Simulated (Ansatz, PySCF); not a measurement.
Molecule (SMILES): C#CC.
Geometry (B3LYP-D3(BJ)/def2-TZVP, fixed):
```xyz
7

C     -0.0011    -0.0004     0.2181
C     -0.0068    -0.0029     1.4176
C      0.0060     0.0025    -1.2360
H     -0.0119    -0.0051     2.4795
H      0.0152     1.0232    -1.6237
H      0.8874    -0.5130    -1.6226
H     -0.8790    -0.5002    -1.6311
```

Near-linear dependence at HF/6-311++G(2d,2p) with PySCF (spherical functions, density fitting): canonical orthogonalisation drops combinations whose overlap eigenvalue lies under the threshold. The set has 121 functions.

| threshold | orbitals kept | energy minus last row (mEh) | SCF cycles |
|---|---|---|---|
| 1e-3 | 116 | 0.150 | 9 |
| 1e-4 | 118 | 0.054 | 9 |
| 1e-5 | 120 | 0.010 | 9 |
| 1e-6 | 121 | 0.000 | 9 |
| 1e-7 | 121 | 0.000 | 9 |
| 1e-9 | 121 | 0.000 | 9 |

The smallest overlap eigenvalue is 1.8e-06. Ansatz (an electronic-structure program) at its default drops 0 functions.
